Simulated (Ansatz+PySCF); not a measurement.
**doublet CHClF: levels of theory in one basis**

```xyz
4

C    -0.5401    0.5454   -0.1325
H    -0.7143    1.4943    0.3644
F    -1.5159   -0.3471    0.0285
Cl    1.0114   -0.0870    0.0081
```

Basis set: cc-pVTZ on H, C, F; cc-pV(T+d)Z on Cl (spherical functions). Left uncorrelated: 7 orbitals. Correlation on ROHF uses semicanonical orbitals with singles. Charge 0, multiplicity 2.

Computed with Ansatz (development build ahead of 0.2.0) and PySCF 2.14.0; each method stands on the lowest determinant of its kind that the runs found.

| method | E − E(ROHF) (eV) | <S²> of the determinant |
| --- | --- | --- |
| ROHF | 0.00 | 0.75 |
| UHF | -0.11 | 0.76 |
| ROHF-MP2 | -15.85 | – |
| UHF-MP2 | -15.84 | 0.76 |

(1) What does ROHF-CCSD(T) give on the same scale?

## Answers

(1) -17.15 eV.
